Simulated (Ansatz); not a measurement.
**CH₂N radical (SMILES C=[N]): functionals against CCSD(T) at one geometry**

One table from this session's results is given with a row withheld; the runs are named, their logs left out.

Method: single points in def2-TZVPP; program: Ansatz 0.2.0, Gaussian basis.

Cores are frozen in the correlated methods. Orbitals are unrestricted.

### Starting geometry

SMILES `C=[N]`, 4 atoms, charge 0, spin multiplicity 2.

Atoms are counted from 1 here; the program's logs count them from 0.

Bond lengths: C1–N2 1.220 Å, C1–H3 1.152 Å, C1–H4 1.071 Å. Angles: N2–C1–H3 120.1°, N2–C1–H4 124.2°, H3–C1–H4 112.7°.

Geometry (Å):

```
C     0.0535    0.0107   -0.0742
N     0.6226    0.6234    0.8139
H    -0.8751    0.4621   -0.5845
H     0.1316   -1.0471   -0.2201
```

The first run:

Input file run/in.yaml:

```yaml
crystal:
  periodic: [false, false, false]
  atoms:
    - {symbol: C, position_ang: [0.053500, 0.010700, -0.074200]}
    - {symbol: N, position_ang: [0.622600, 0.623400, 0.813900]}
    - {symbol: H, position_ang: [-0.875100, 0.462100, -0.584500]}
    - {symbol: H, position_ang: [0.131600, -1.047100, -0.220100]}
basis:
  gaussian: {orbitals: def2-TZVPP}
magnetization: {spin_polarized: true, initial_magnetization: 1}
correlation: {method: ccsd_t}
scf: {omitted_lower_state_checks: [cluster_reference]}
output: {forces: true}
```

No record of the launch command was kept for these runs.

Among the steps run: CCSD(T)/def2-TZVPP; PBE0-D4/def2-TZVPP; wB97M-V/def2-TZVPP; r2SCAN-D4/def2-TZVPP; PBE-D4/def2-TZVPP; B97M-V/def2-TZVPP; BHLYP-D4/def2-TZVPP.

One table of the session follows, with a row left open; its other results are not shown here.

| method | RMS force component (eV/Å) | angle to CCSD(T) forces (°) | dipole (D) |
| --- | --- | --- | --- |
| CCSD(T) | 1.272 | reference | 2.43 |
| PBE0-D4 | 1.015 | 16.2 | 2.46 |
| wB97M-V | 1.003 | 17.2 | 2.47 |
| r2SCAN-D4 | 1.022 | 13.2 | 2.46 |
| PBE-D4 | 1.069 | 12.0 | 2.43 |
| B97M-V | ? | ? | ? |
| BHLYP-D4 | 1.018 | 26.6 | 2.51 |

**Question.** Estimate the row for B97M-V.

The run gave: RMS force component (eV/Å): 0.986; angle to CCSD(T) forces (°): 18.2; dipole (D): 2.37. In the column «RMS force component (eV/Å)» it is the lowest.

To keep in mind: The unrestricted reference is spin-contaminated, which hurts MP2 most.
